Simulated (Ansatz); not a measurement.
# AlPN+ (triplet): from Hartree-Fock to the top rungs, def2-TZVPP

The task here is to estimate one member of a computed series from the others.

The runs use Ansatz 0.2.0, Gaussian basis; def2-TZVPP, core rule «outside noble gas», up to 11 orbitals frozen.

The runs, in order: UHF; ROHF; CCSD(T) on UHF.

2 further runs of the same task are left out: 2 set aside as unsound or not needed.

**The system**

The geometry is a PBE0/def2-TZVP stationary point (not a proven minimum) of the parent state, kept for this charge and spin.

3 atoms, charge 1, spin multiplicity 3.

Atoms are counted from 1 here; the program's logs count them from 0.

Bond lengths: Al1–N3 1.822 Å, P2–N3 1.528 Å. Angles: Al1–N3–P2 180.0°.

As a file:

```
Al    0.0000    0.0000    1.7238
P     0.0000    0.0000   -1.6260
N     0.0000    0.0000   -0.0978
```

Set-up of the first run:

in.yaml reads:

```yaml
crystal:
  periodic: [false, false, false]
  atoms:
    - {symbol: Al, position_ang: [0.000000, 0.000000, 1.723793]}
    - {symbol: P, position_ang: [0.000000, 0.000000, -1.626028]}
    - {symbol: N, position_ang: [0.000000, 0.000000, -0.097765]}
basis:
  gaussian: {orbitals: def2-TZVPP}
total_charge: 1
magnetization: {spin_polarized: true, initial_magnetization: 2}
hamiltonian: {xc: hf}
output: {orbitals: {seedname: orbitals}}
```

On the command line:

```sh
$ ansatz run in.yaml --threads 1 --pin off --events-out ev --progress --plain --max-ram 4096MiB --backend cpu
```

Steps of the session up to this table: UHF; ROHF; CCSD(T) on UHF.

One of the session's tables, all rows but one given; the rest of the session is left out.

It belongs to the step «Misses and costs». 

```
  method  from UCCSD(T) (kcal/mol)
    ROHF                   +240.46
     UHF                   +236.32
    UMP2                    +22.78
   UCCSD                         ?
UCCSD(T)                         0
```

Estimate the missing values for UCCSD.

As computed: from UCCSD(T) (kcal/mol): +13.73. In the column «from UCCSD(T) (kcal/mol)» it lies between UCCSD(T) (0) and UMP2 (+22.78).
